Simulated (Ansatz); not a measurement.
in.yaml

```yaml
crystal:
  periodic: [false, false, false]
  atoms:
    - {symbol: Ta, position_ang: [0.000000, 0.000000, 0.000000]}
    - {symbol: O, position_ang: [0.000000, 0.000000, 1.683400]}
basis:
  gaussian: {orbitals: def2-SVP}
total_charge: 1
magnetization: {spin_polarized: false, initial_magnetization: 2}
correlation: {method: mp2, electrons: all}
```

```sh
$ ansatz run in.yaml --threads 1 --pin off --events-out ev --progress --plain --max-ram 2393MiB
```

Output:

```
443 factors; integrals over basis functions are off by at most 8.1e-4 eV
mean field evaluation 1: about -3543.6316 eV, gradient 9.1e1 eV
mean field evaluation 2: about -3543.7262 eV, gradient 9.0e1 eV
mean field evaluation 4: about -3558.9241 eV, gradient 3.4e1 eV
mean field evaluation 8: about -3561.5950 eV, gradient 3.4e-1 eV
mean field evaluation 16: about -3561.6580 eV, gradient 7.4e-6 eV
mean field evaluation 32: about -3561.5798 eV, gradient 8.3e-1 eV
mean field evaluation 64: about -3557.9492 eV, gradient 2.7e-2 eV
mean field evaluation 96: about -3551.9854 eV, gradient 3.9e1 eV
mean field evaluation 128: about -3552.8419 eV, gradient 4.6e1 eV
mean field evaluation 160: about -3557.0197 eV, gradient 4.5e0 eV
mean field evaluation 192: about -3560.9373 eV, gradient 6.6e-1 eV
mean field evaluation 224: about -3560.9991 eV, gradient 7.9e-1 eV
mean field -3561.65798781 eV, -130.8885168736 hartree, gradient 7.4e-6 eV, S^2 2.000000; 7 other end points of the search recorded, 0 dependent functions left out
mean field evaluation 256: about -3560.5909 eV, gradient 6.5e0 eV
mean field evaluation 288: about -3561.8379 eV, gradient 1.1e-1 eV
mean field evaluation 320: about -3559.2863 eV, gradient 2.5e0 eV
reference -3561.65798781 eV, -130.8885168736 hartree; 11, 9 occupied and 35, 37 virtual orbitals, 443 factors
second order -11.63701766 eV of doubles, -0.06981588 eV of singles
Total energy: -3573.36482135 eV, -131.3187350708 hartree
```

Ran on 1 thread of Intel Xeon 6975P-C, shared host: 1.2 s wall, 0.15 GiB peak host memory.
